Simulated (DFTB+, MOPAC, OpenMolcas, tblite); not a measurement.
**How methods differ on H3PO (SMILES OP)**

The species is H3PO (5 atoms), meant as a singlet with charge 0. SMILES: `OP`. The coordinates come from a GFN2-xTB relaxation. This is one conformer, not always the lowest.

```xyz
5

O     0.3269   -0.5385    0.7645
P     0.0756    0.2354   -0.6651
H     1.1035   -1.0999    0.7600
H    -1.2875   -0.0816   -0.7622
H    -0.2185    1.4846   -0.0973
```

Quantity: the dipole moment, in D. The values are calculated.

```tsv
level	kind	program	value (D)
IPEA1-xTB	semi-empirical	tblite	0.81
DFTB2	semi-empirical	DFTB+	1.45
PM6-ORG	semi-empirical	MOPAC	1.12
PM7	semi-empirical	MOPAC	0.42
HF/ANO-R0 (sfX2C)	Hartree–Fock	OpenMolcas	1.65
HF/ANO-RCC-MB (DKH2)	Hartree–Fock	OpenMolcas	0.85
HF/STO-3G	Hartree–Fock	OpenMolcas	1.05
HF/3-21G	Hartree–Fock	OpenMolcas	1.23
HF/def2-SVP	Hartree–Fock	OpenMolcas	0.95
HF/def2-SVPD	Hartree–Fock	OpenMolcas	0.74
```

The values span 0.42 to 1.65 D. Magnitudes only: a small dipole may point the other way at some levels. Sets without polarisation functions give poor dipoles.
